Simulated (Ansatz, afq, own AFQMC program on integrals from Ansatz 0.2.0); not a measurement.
AFQMC on a folder of integrals that Ansatz 0.2.0 wrote.

```yaml
crystal:
  periodic: [false, false, false]
  atoms:
    - {symbol: Si, position_ang: [0.000000, 0.000000, 0.000000]}
    - {symbol: Mg, position_ang: [0.000000, 0.000000, 2.532400]}
basis:
  gaussian: {orbitals: cc-pVDZ}
magnetization: {spin_polarized: false, initial_magnetization: 2}
correlation: {method: ccsd_t, electrons: outside_noble_gas, hamiltonian_folder: ham}
```

```sh
$ ansatz run in.yaml --threads 1 --pin off --events-out ev --progress --plain --max-ram 1843MiB
```

Options of the walk:

```
--method phaseless --trial hf --walkers 180 --populations 1 --least-time 40 --time-step 0.005 --steps-per-block 20 --equilibration-blocks 112 --max-blocks 600 --target-error 0.00087 --factor-cut 1e-05 --start spin_pure --seed 7490 --taylor-order 6
```

Times are imaginary, in 1/Eh. The walk had a cap of 537 s.

Output of the walk:

```
orbitals 26  electrons 4 2  factors 180 of 349
reference energy -488.45960858 Eh
CCSD correlation -0.11890406 Eh in 16 cycles, weight of the determinant in the CISD state 0.8264
energy of the start -488.459609 Eh
 block  time / (1/Eh)  mean weight  energy / Eh
     1     0.100  0.9999  -488.470567
     2     0.200  1.0003  -488.481915
     3     0.300  1.0005  -488.490652
     4     0.400  1.0009  -488.500019
     5     0.500  1.0005  -488.507131
     8     0.800  1.0008  -488.526490
    18     1.800  1.0001  -488.560569
    69     6.900  0.9994  -488.596479
   120    12.000  0.9997  -488.587528
   171    17.100  1.0003  -488.587361
   222    22.200  0.9994  -488.575209
   273    27.300  0.9997  -488.575097
   324    32.400  1.0003  -488.575767
   375    37.500  1.0002  -488.590486
   426    42.600  1.0000  -488.570384
   477    47.700  0.9998  -488.565551
   528    52.800  0.9996  -488.578276
   579    57.900  0.9995  -488.576722
   613    61.300  1.0002  -488.560018
   630    63.000  0.9998  -488.581472
   681    68.100  0.9998  -488.574538
   698    69.800  0.9995  -488.597101
blocks merged  error / Eh  count
     1  0.000329  600
     2  0.000448  300
     4  0.000601  150
     8  0.000784  75
    16  0.000969  37
    32  0.001057  18
    64  0.001042  9
energy -488.577137 +/- 0.001057 Eh
(rows thinned)
```

The run passed its tests (sampling time, drift between the halves within three errors, error under three times the target), which doesn't prove that it has relaxed.

Against this walk (error 28.8 meV) on the same determinant: CCSD(T) 200.0 meV lower, CCSDT(Q) 259.1 meV lower, full CI 261.4 meV lower, a separate phaseless walk with a CISD trial and standard settings 203.0 ± 34.9 meV lower. The error is statistical and leaves out the bias of the constraint. Full CI is exact here, so the walk's 261 meV above it is the walk's own error: the bias of the constraint with this trial.

Cautions: constraint bias not in the error; error above the target (28.8 against 23.7 meV); a spin-contaminated unrestricted determinant lies lower (UHF 649 meV lower, ⟨S²⟩ 2.72); strong correlation (T1 0.061, weight of the determinant 0.83, largest double 0.20).

The walk took 3.2 min on 1 thread of Intel(R) Xeon(R) Platinum 8259CL CPU @ 2.50GHz (Skylake/Cascade Lake), with other jobs on the host. The log's last line is the phaseless energy.

CCSDT and higher add their correlation energy to the determinant of the CCSD(T) run, since their own runs factorise the integrals more tightly (a shift of under 2 meV). A walk keeps the symmetry of its determinant, which the program's search chose and which needn't be the lowest solution, so a lower state of the same spin and another symmetry isn't excluded.
